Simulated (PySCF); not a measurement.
# Highest orbital energy against ionisation energy along group 14

Calculated with PySCF 2.14, no spin-orbit coupling. Each cell gives −ε(HOMO) / ΔSCF in eV; NIST values include spin-orbit coupling, (s) semi-empirical, (t) theoretical.

| species | UHF | LDA | PBE | PBE0 | r2SCAN | NIST (lowest levels) |
| --- | --- | --- | --- | --- | --- | --- |
| C (x2c-QZVPPall, spin-free X2C) | 11.939 / 10.796 | 6.111 / 11.686 | 6.079 / 11.533 | 7.639 / 11.508 | 6.560 / 11.660 | 11.260 |
| Si (x2c-QZVPPall, spin-free X2C) | 8.188 / 7.626 | 4.556 / 8.222 | 4.586 / 8.185 | 5.613 / 8.207 | 4.896 / 8.308 | 8.152 |
| Ge (x2c-QZVPPall, spin-free X2C) | 7.888 / 7.401 | 4.398 / 8.010 | 4.366 / 7.884 | 5.378 / 7.917 | 4.686 / 8.043 | 7.899 |
| Sn (x2c-QZVPPall, spin-free X2C) | 7.267 / 6.850 | 4.174 / 7.423 | 4.118 / 7.268 | 5.035 / 7.313 | 4.408 / 7.409 | 7.344 |
| Pb (x2c-QZVPPall, spin-free X2C) | 6.957 / 6.576 | 4.016 / 7.175 | 3.928 / 6.988 | 4.806 / 7.026 | 4.204 / 7.105 | 7.417 |

How far is −ε(HOMO) from ΔSCF on average for each method, and why?

UHF 0.60 eV; LDA -3.85 eV; PBE -3.76 eV; PBE0 -2.70 eV; r2SCAN -3.55 eV. Hartree-Fock orbital energies lack relaxation and so exceed the ΔSCF value; semilocal functionals have convex E(N) from self-interaction, so their HOMO lies far too high; exact exchange moves hybrids part of the way back.
